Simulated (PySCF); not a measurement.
# A search over the determinants of LiC

Unrestricted PBE0; Li 3-21G, C 3-21G; no relativity (PySCF 2.14). Outer shells of the fragments: Li 2s1; C 2s2 2p2.

Followed along the bond (rough minima from three points):

```
2Ms+1   unpaired  ⟨S²⟩ at the start  R at minimum (Å)  Te (eV)
    4  σ ↑, π ↑↑               3.75              1.91     0.00
    2  σ ↑, π ↑↓               1.75              1.92     0.89
    2  σ ↓, π ↑↑               1.75              1.94     0.95
    2        π ↑               0.77  none in the scan   ≤ 1.56
```

Solutions found at the starting distance of 1.995 Å, counted from the lowest of them; the search is not exhaustive and high or unbound solutions are not listed, so other states can lie among these:

```
2Ms+1   unpaired   term  E (eV)  ⟨S²⟩  ⟨Lz²⟩  μ (D)
    4  σ ↑, π ↑↑    ⁴Σ⁻    0.00  3.75   0.00  -5.83
    2  σ ↑, π ↑↓  mixed    0.88  1.75   2.00  -5.59
    2  σ ↓, π ↑↑  mixed    0.94  1.75   0.00  -5.76
    2        π ↑     ²Π    1.58  0.77   1.00  -5.04
    2        σ ↑  mixed    1.95  0.76   2.00  -4.80
    2        π ↑     ²Π    2.53  0.77   1.02  -4.49
```

A term symbol is given only where ⟨S²⟩ and ⟨Lz²⟩ are close to those of a pure state; real π, δ and φ orbitals otherwise mix terms. A positive dipole means Li(−)C(+).

3-21G is very small, so such numbers show the basis as much as the molecule.
